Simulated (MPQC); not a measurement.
# SiO2 (silicon dioxide molecule): levels of theory compared

We compute a comparison of 4 runs (HF/def2-SVP, PBE0/def2-SVP, B3LYP/cc-pVTZ, MP2/STO-3G) of SiO2 (silicon dioxide molecule). 

The calculation is run with MPQC 2.3.1.

### Step 1. The structure to begin with

SiO2: 3 atoms, total charge 0, spin state singlet. As SMILES, `O=[Si]=O`. The shape is that of a GFN2-xTB optimisation.

Bond lengths: O1–Si2 1.491 Å, Si2–O3 1.491 Å. Angles: O1–Si2–O3 179.9°.

### Step 2. Energy and forces at HF/def2-SVP (run 1)

Contents of input.in:

```
molecule<Molecule>: (
   symmetry = c1
   unit = angstrom
   { atoms geometry } = {
      O  [ 0.691230       1.217290       0.513740 ]
      Si [ -0.000730       0.000440      -0.000160 ]
      O  [ -0.690510      -1.217740      -0.513580 ]
   }
)
basis<GaussianBasisSet>: (
   name = "def2-SVP"
   molecule = $:molecule
   basisdir = "."
   puream = yes
)
mpqc: (
   checkpoint = no
   savestate = no
   restart = no
   do_energy = yes
   do_gradient = yes
   optimize = no
   mole<CLHF>: (
      molecule = $:molecule
      basis = $:basis
      total_charge = 0
      memory = 1000000000
      print_evals = yes
      print_npa = yes
      maxiter = 120
      value_accuracy = 1e-08
      guess_wavefunction<ExtendedHuckelWfn>: (
         molecule = $:molecule
         total_charge = 0
         multiplicity = 1
         basis<GaussianBasisSet>: (
            name = "STO-3G"
            molecule = $:molecule
         )
      )
   )
)
```

The basis set def2-SVP is read from a file made from the Basis Set Exchange's data (not shown).

Run with:

```bash
$ mpqc input.in > input.out
```

Output:

```text
MPQC: Massively Parallel Quantum Chemistry
[...]
  CLSCF::init: total charge = 0
[...]
  nbasis = 46
[...]
  iter     1 energy = -431.3414001512 delta = 1.86004e-01
[...]
  LUMO is    16   A =   0.015304
  total scf energy = -438.4160676962
[...]
Value of the MolecularEnergy: -438.4160676962
  Gradient of the MolecularEnergy:
      1    0.0036157571
      2    0.0061791325
      3    0.0026457572
      4   -0.0002141095
      5    0.0000082612
      6   -0.0000741354
      7   -0.0034016475
      8   -0.0061873937
      9   -0.0025716218
  Function Parameters:
    value_accuracy    = 7.640495e-09 (1.000000e-08) (computed)
[...]
      symmetry = c1
[...]
```

Run time: 1 s. Hardware: 1 thread of Arm Neoverse V1, shared host.

### Step 3. Energy and gradient at PBE0/def2-SVP (run 2)

Contents of mol.in:

```
molecule<Molecule>: (
  symmetry = c1
  unit = bohr
  { atoms geometry } = {
    O  [ 1.30623539     2.30034471     0.97082790 ]
    Si [ -0.00137950     0.00083148    -0.00030236 ]
    O  [ -1.30487479    -2.30119509    -0.97052554 ]
  }
)
basis<GaussianBasisSet>: (
  name = "def2-SVP"
  molecule = $:molecule
  basisdir = "."
  puream = yes
)
mpqc: (
  checkpoint = no
  savestate = no
  restart = no
  do_energy = yes
  do_gradient = yes
  optimize = no
  mole<CLKS>: (
    molecule = $:molecule
    basis = $:basis
    total_charge = 0
    memory = 1000000000
    print_evals = yes
    print_npa = yes
    maxiter = 120
    value_accuracy = 1e-08
    functional<SumDenFunctional>: (
      a0 = 0.25
      coefs = [ 0.75 1 ]
      funcs: [ <PBEXFunctional>: () <PBECFunctional>: () ]
    )
    integrator<RadialAngularIntegrator>: ( grid = xfine )
    guess_wavefunction<CLHF>: (
      molecule = $:molecule
      total_charge = 0
      memory = 1000000000
      value_accuracy = 1e-3
      basis<GaussianBasisSet>: (
        name = "3-21G"
        molecule = $:molecule
      )
    )
  )
)
```

The basis set def2-SVP is read from a file made from the Basis Set Exchange's data (not shown).

Run with:

```bash
$ mpqc mol.in > mol.out
```

Output:

```text
MPQC: Massively Parallel Quantum Chemistry
[...]
  Integrated electron density error = -0.000878209596
  iter     1 energy = -439.2829806001 delta = 2.00800e-01
  Integrated electron density error = -0.000309106772
  iter     2 energy = -439.3761963374 delta = 2.66623e-02
[...]
  Integrated electron density error = 0.000001883780
  iter    14 energy = -439.4328611693 delta = 1.16495e-07
  Integrated electron density error = 0.000001883782
  iter    15 energy = -439.4328611693 delta = 4.14731e-08
  Integrated electron density error = 0.000001883782
  iter    16 energy = -439.4328611693 delta = 1.59628e-08
[...]
  LUMO is    16   A =  -0.110561
  total scf energy = -439.4328611693
[...]
  Integrated electron density error = 0.000001881402
  Total Gradient:
[...]
Value of the MolecularEnergy: -439.4328611693
  Gradient of the MolecularEnergy:
      1   -0.0157453729
      2   -0.0278709266
      3   -0.0117383652
      4   -0.0001265281
      5   -0.0000537449
      6   -0.0000559676
      7    0.0158719010
      8    0.0279246715
      9    0.0117943328
  Closed Shell Kohn-Sham (CLKS) Parameters:
    Function Parameters:
[...]
        symmetry = c1
[...]
```

It took 11 s on 1 thread of Arm Neoverse V1, shared host.

Run 3 isn't shown in full; the table further down has it.

### Step 4. Energy and gradient at MP2/STO-3G (run 4)

Contents of mol.in:

```
% O2Si
molecule<Molecule>: (
    symmetry = c1
    unit = angstrom
    { atoms geometry } = {
        O  [ 0.691230       1.217290       0.513740 ]
        Si [ -0.000730       0.000440      -0.000160 ]
        O  [ -0.690510      -1.217740      -0.513580 ]
    }
)
basis<GaussianBasisSet>: (
    name = "STO-3G"
    molecule = $:molecule
    basisdir = "."
    puream = yes
)
mpqc: (
    checkpoint = no
    savestate = no
    restart = no
    do_energy = yes
    do_gradient = yes
    optimize = no
    mole<MBPT2>: (
        molecule = $:molecule
        basis = $:basis
        memory = 1000000000
        method = mp
        nfzc = 7
        reference<CLHF>: (
            molecule = $:molecule
            basis = $:basis
            total_charge = 0
            memory = 1000000000
            print_evals = yes
            maxiter = 120
            value_accuracy = 1e-08
            guess_wavefunction<CLHF>: (
                molecule = $:molecule
                total_charge = 0
                memory = 1000000000
                value_accuracy = 1e-3
                basis<GaussianBasisSet>: (
                    name = "3-21G"
                    molecule = $:molecule
                )
            )
        )
    )
)
```

The basis set STO-3G is read from a file made from the Basis Set Exchange's data (not shown).

Run with:

```bash
$ mpqc mol.in > mol.out
```

Output:

```text
MPQC: Massively Parallel Quantum Chemistry
[...]
  LUMO is    16   A =   0.301173
  total scf energy = -433.1339041772
[...]
  MP2 correlation energy [au]:         -0.204911238879
  MP2 energy [au]:                   -433.338815416077
[...]
Value of the MolecularEnergy: -433.3388154161
  Gradient of the MolecularEnergy:
      1   -0.0455775125
      2   -0.0801615634
      3   -0.0338516099
      4    0.0000537799
      5   -0.0002242135
      6   -0.0000303793
      7    0.0455237326
      8    0.0803857769
      9    0.0338819891
[...]
        symmetry = c1
[...]
```

It took 0.3 s on 1 thread of Arm Neoverse V1, shared host.

### Step 5. Overview of the runs

```tsv
run	level	starting guess	integration grid	energy (Eh)	HOMO energy (eV)	LUMO energy (eV)	HOMO–LUMO gap (eV)	wall time
1	HF/def2-SVP	huckel STO-3G	–	-438.416068	-13.71	0.42	14.12	1 s
2	PBE0/def2-SVP	3-21G	xfine	-439.432861	-9.66	-3.01	6.65	11 s
3	B3LYP/cc-pVTZ	STO-2G	xfine	-440.032443	-9.60	-3.52	6.08	55 s
4	MP2/STO-3G	3-21G	–	-433.338815	-7.85	8.20	16.04	0.3 s
```

### Step 6. What came out

```
                                          quantity          value
                               run 4: total energy  -433.33882 Eh
        run 4: HOMO energy (Hartree–Fock orbitals)       -7.85 eV
        run 4: LUMO energy (Hartree–Fock orbitals)        8.20 eV
      run 4: HOMO–LUMO gap (Hartree–Fock orbitals)       16.04 eV
run 4: correlation energy (7 core orbitals frozen)     -204.9 mEh
                   run 4: largest force on an atom     5.060 eV/Å
```

**Reading.** Over runs 1, 2, 3 the HOMO–LUMO gap runs from 6.08 eV (B3LYP/cc-pVTZ) to 14.12 eV (HF/def2-SVP). The two ends differ in method and basis. Totals of different functionals can't be ranked against each other. In run 4 the basis is minimal, so the values are rough. All runs together took 67 s, the longest 55 s.
